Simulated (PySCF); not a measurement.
Isomers of [C4H3O2]-.

All values: PBE0/pcSseg-1 (PySCF) at PBE0-D3(BJ)/def2-SVP geometries, gas phase, one conformer each.

Problem. Rank by the highest IAO charge on any atom, lowest value first.
A. `[O:1]=[C:2]([O-:3])[CH:4]1[CH:5]=[CH:6]1` (charge -1) with O1–C2–C4–C5 -152°
B. `CC#CC(=O)[O-]`
C. `[CH:1]#[C:2][CH2:3][C:4](=[O:5])[O-:6]` (charge -1) with C2–C3–C4–O5 92°
D. `c1cc(oc1)[O-]`

Solution. D (+0.414 e), A (+0.486 e), B (+0.507 e), C (+0.524 e).

Problem. Rank by the highest Hirshfeld charge on any atom, lowest value first.
A. `[CH:1]#[C:2][CH2:3][C:4](=[O:5])[O-:6]` (charge -1) with C2–C3–C4–O5 92°
B. `CC#CC(=O)[O-]`
C. `[O-]c1ccco1`

Solution. C (+0.076 e), B (+0.100 e), A (+0.116 e).

Problem. Rank by LUMO energy, lowest first.
A. `[CH:1]#[C:2][CH2:3][C:4](=[O:5])[O-:6]` (charge -1) with C2–C3–C4–O5 92°
B. `[O-]C1=CC=CO1`
C. `CC#CC(=O)[O-]`
D. `C=C=CC(=O)[O-]`

Solution. D (4.34 eV), C (4.72 eV), A (5.20 eV), B (6.14 eV).

All values together:

```json
{"SMILES": "O=C([O-])C1C=C1", "HOMO (eV)": "-0.80", "LUMO (eV)": "4.31", "lowest IAO charge (e)": "-0.678 (O)", "highest IAO charge (e)": "+0.486 (C)", "lowest Hirshfeld charge (e)": "-0.456 (O)", "highest Hirshfeld charge (e)": "+0.080 (C)"}
{"SMILES": "[O-]c1ccco1", "HOMO (eV)": "0.53", "LUMO (eV)": "6.14", "lowest IAO charge (e)": "-0.630 (O)", "highest IAO charge (e)": "+0.414 (C)", "lowest Hirshfeld charge (e)": "-0.446 (O)", "highest Hirshfeld charge (e)": "+0.076 (C)"}
{"SMILES": "C#CCC(=O)[O-]", "HOMO (eV)": "-1.35", "LUMO (eV)": "5.20", "lowest IAO charge (e)": "-0.642 (O)", "highest IAO charge (e)": "+0.524 (C)", "lowest Hirshfeld charge (e)": "-0.432 (O)", "highest Hirshfeld charge (e)": "+0.116 (C)"}
{"SMILES": "CC#CC(=O)[O-]", "HOMO (eV)": "-1.31", "LUMO (eV)": "4.72", "lowest IAO charge (e)": "-0.628 (O)", "highest IAO charge (e)": "+0.507 (C)", "lowest Hirshfeld charge (e)": "-0.432 (O)", "highest Hirshfeld charge (e)": "+0.100 (C)"}
{"SMILES": "C=C=CC(=O)[O-]", "HOMO (eV)": "-1.41", "LUMO (eV)": "4.34", "lowest IAO charge (e)": "-0.645 (O)", "highest IAO charge (e)": "+0.516 (C)", "lowest Hirshfeld charge (e)": "-0.433 (O)", "highest Hirshfeld charge (e)": "+0.101 (C)"}
```

Conformers: `[O:1]=[C:2]([O-:3])[CH:4]1[CH:5]=[CH:6]1` (charge -1) with O1–C2–C4–C5 -152°; `[CH:1]#[C:2][CH2:3][C:4](=[O:5])[O-:6]` (charge -1) with C2–C3–C4–O5 92°.
